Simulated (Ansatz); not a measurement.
`CC(F)OCF`, relaxed with RKS PBE0-D4/def2-TZVP in the Gaussian-basis code of Ansatz from a PBE-D4/def2-SVP geometry. The force threshold is 0.005 eV/Å; the program also tests the step.

The species carries charge 0 and has multiplicity 1.

Start:

```xyz
12

C    -0.442   -1.626    0.637
C    -0.367   -0.378   -0.207
F    -1.653    0.103   -0.456
O     0.360    0.596    0.495
C     0.717    1.706   -0.265
F     1.751    1.401   -1.134
H    -0.901   -1.377    1.614
H     0.573   -2.030    0.812
H    -1.058   -2.393    0.131
H     0.097   -0.556   -1.205
H     1.065    2.480    0.450
H    -0.141    2.075   -0.872
```

(1) How much energy does the relaxation release, and in how many steps? (Best estimate.)

(2) Which bonds change most? (An estimate is asked.)

(3) Give the relaxed structure. (Estimate.)

## Answers

(1) The calculation gave: 4.84 kJ/mol, in 6 steps.

(2) Ansatz gave: C5–H12 from 1.115 to 1.094 Å; C5–H11 from 1.110 to 1.090 Å; C2–H10 from 1.115 to 1.096 Å; C1–H7 from 1.107 to 1.091 Å.

(3) The calculation gave: 
```xyz
12

C    -0.439   -1.614    0.635
C    -0.361   -0.378   -0.206
F    -1.638    0.101   -0.446
O     0.356    0.591    0.485
C     0.704    1.697   -0.260
F     1.745    1.396   -1.110
H    -0.883   -1.370    1.600
H     0.562   -2.016    0.794
H    -1.051   -2.365    0.134
H     0.084   -0.557   -1.191
H     1.047    2.459    0.440
H    -0.126    2.054   -0.876
```
